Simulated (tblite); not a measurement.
C3H6FS (doublet state).
Cartesian coordinates in Å at the GFN2-xTB level; atoms count from 1:
```
atom  x, y, z in Å
C1    -1.4993    0.0453    0.2423
C2    -0.1718    0.5999   -0.0900
F3     0.1801    1.7073    0.6125
C4     0.8842   -0.0747   -0.7754
S5     1.7574   -1.3864    0.3769
H6    -1.6875   -0.8435   -0.3515
H7    -2.2804    0.7835    0.0518
H8    -1.5594   -0.2159    1.3035
H9     1.6942    0.5794   -1.0830
H10    0.5378   -0.7063   -1.5860
H11    2.1501   -0.4859    1.2729
```

Calculated harmonic vibrations of the isolated species, GFN2-xTB (tblite), most abundant isotopes, no scaling. Against measured fundamentals such values can be off by several per cent, at times by over 20. Modes of hydrogen on sulfur can be 10 to 20 % off. One conformer, not necessarily the lowest. Open shells enter through the occupations alone, without spin polarisation, and single modes of such species can be off by tens of per cent.

Harmonic wavenumbers (cm⁻¹): 48.5, 87.3, 136.7, 210.9, 346.9, 362.1, 425.9, 432.4, 717.5, 825.2, 898.3, 987.6, 997.6, 1070.7, 1139.6, 1260.4, 1331.0, 1387.6, 1421.7, 1434.5, 1461.6, 2455.3, 2935.1, 2986.6, 3027.8, 3049.5, 3067.9.

A = 6492, B = 2277, C = 2002 MHz; mass 93.017 u (most abundant isotopes); point group C1, symmetry number 1; spin multiplicity 2.

Q: Zero-point energy?

A: Half the sum of the wavenumbers: 17253 cm⁻¹ = 206.39 kJ/mol.

Q: Entropy at 350 K, 1 bar (ideal gas, RRHO, classical rotation)?

A: Translation 168.72, rotation 114.08, vibration 90.23, spin (R ln 2) 5.76: S = 378.8 J/(mol K).

Q: And Cp and H(350 K) − H(0)?

A: Cp = 117.45 J/(mol K), of which vibrations give 84.19 (their classical limit is 27 R = 224.5); H(350 K) − H(0) = 27.52 kJ/mol without the zero-point energy, 15.88 from vibrations.

Q: Which modes carry the vibrational entropy at 350 K?

A: 48.5 cm⁻¹: 21.74; 87.3 cm⁻¹: 16.88; 136.7 cm⁻¹: 13.22; 210.9 cm⁻¹: 9.76; 346.9 cm⁻¹: 6.03; 362.1 cm⁻¹: 5.73 J/(mol K); the other 21 give 16.88 together.

Q: What must be added to the electronic energy to get the Gibbs energy at 350 K and 1 bar?

A: ZPE + [H(350 K) − H(0)] − T·S = 206.39 + 27.52 − 132.58 = 101.33 kJ/mol.

Q: How do the functions run with temperature in this model?

A: 
```json
{"T (K)": "150", "S (J/(mol K))": "299.6", "Cp (J/(mol K))": "75.0", "H − H(0) (kJ/mol)": "8.23", "G − H(0) (kJ/mol)": "-36.71", "ln q(vib)": "2.11"}
{"T (K)": "250", "S (J/(mol K))": "343.0", "Cp (J/(mol K))": "96.5", "H − H(0) (kJ/mol)": "16.82", "G − H(0) (kJ/mol)": "-68.93", "ln q(vib)": "3.80"}
{"T (K)": "298.15", "S (J/(mol K))": "360.8", "Cp (J/(mol K))": "106.7", "H − H(0) (kJ/mol)": "21.71", "G − H(0) (kJ/mol)": "-85.88", "ln q(vib)": "4.58"}
{"T (K)": "400", "S (J/(mol K))": "395.1", "Cp (J/(mol K))": "127.3", "H − H(0) (kJ/mol)": "33.64", "G − H(0) (kJ/mol)": "-124.41", "ln q(vib)": "6.17"}
{"T (K)": "600", "S (J/(mol K))": "453.2", "Cp (J/(mol K))": "159.5", "H − H(0) (kJ/mol)": "62.51", "G − H(0) (kJ/mol)": "-209.42", "ln q(vib)": "9.12"}
{"T (K)": "900", "S (J/(mol K))": "524.3", "Cp (J/(mol K))": "191.0", "H − H(0) (kJ/mol)": "115.45", "G − H(0) (kJ/mol)": "-356.45", "ln q(vib)": "13.15"}
```

q(vib) and H(0) count from the zero-point level.

Q: Blend soft modes into free rotors: weight 1/[1 + (100 cm⁻¹/ν̃)⁴] for the oscillator and the rest for a rotor with moment μB/(μ + B), μ = h/(8π²ν), B = 10⁻⁴⁴ kg m². What vibrational entropy results?

A: 81.69 J/(mol K) in place of 90.23, which changes −T·S at 350 K by +2.99 kJ/mol.

Hindered rotation and anharmonicity are outside this model. Other conformers, if any are populated, would add a mixing term that is left out. The structure is chiral; the term R ln 2 for an equal mix with its mirror image is left out.
